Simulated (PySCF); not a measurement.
diphosphorus anion (P2), SMILES P#P (connectivity only; charge and spin as stated), charge -1, multiplicity 2. Coordinates come from a r2SCAN-D4/def2-TZVPD optimisation. The spin state was assumed, not searched.

These are r2SCAN-D4/def2-TZVPD (PySCF) values and carry that method's errors.

Harmonic wavenumbers (cm⁻¹): 687. Rotational constants (GHz): 8.377 (linear); symmetry number 2.

**Question.** Work out the zero-point energy and the ideal-gas rigid-rotor harmonic-oscillator thermochemistry at 298.15 K and 1 atm.

**Answer.** ZPE = ½ Σ hcν = ½ × 687 cm⁻¹ = 4.11 kJ/mol. H − E(el) = 13.10 kJ/mol. Entropy in J/(mol K): translation 160.21, rotation 57.50, vibration 1.34, spin 5.76, total 224.82. G − E(el) = -53.93 kJ/mol. Cp = 32.67 J/(mol K).
